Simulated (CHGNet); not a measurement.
## Rhombohedral A7 Sb

The numbers are results of the machine-learned potential CHGNet-r²SCAN (trained on r²SCAN data), not measurements.

Cell (relaxed at this level):

```
CELL_PARAMETERS angstrom
      2.15989     1.24701     4.08047
     -2.15989     1.24701     4.08047
      0.00000    -2.49403     4.08047
ATOMIC_POSITIONS crystal
  Sb 0.77382 0.77382 0.77382
  Sb 0.22618 0.22618 0.22618
```

For rhombohedral A7 Sb, the lattice parameter a is 4.320 Å and the c axis length is 12.241 Å. The volume per atom comes out as 32.97 Å³/atom.

Measured, for comparison: lattice constant a 4.301 Å, lattice parameter c 11.232 Å (78 K, zero-point motion not removed; as tabulated in Schiferl, Barrett, J. Appl. Cryst. 2, 30 (1969), COD 9009654). Computed (rounded) less measured: lattice constant a +0.4 %, lattice parameter c +9.0 %.

A machine-learned potential is trained on density-functional data: it inherits that level's misses and adds fitting errors of its own.

Note: elastic tensor is asymmetric by over 3 %: noisy; elastic tensor is not positive definite: mechanically unstable at this level; the model's c/a of 2.83 is far from the 2.61 of the starting cell; this model's volume lies 9 % above that of the starting cell (a measured, published or database cell).
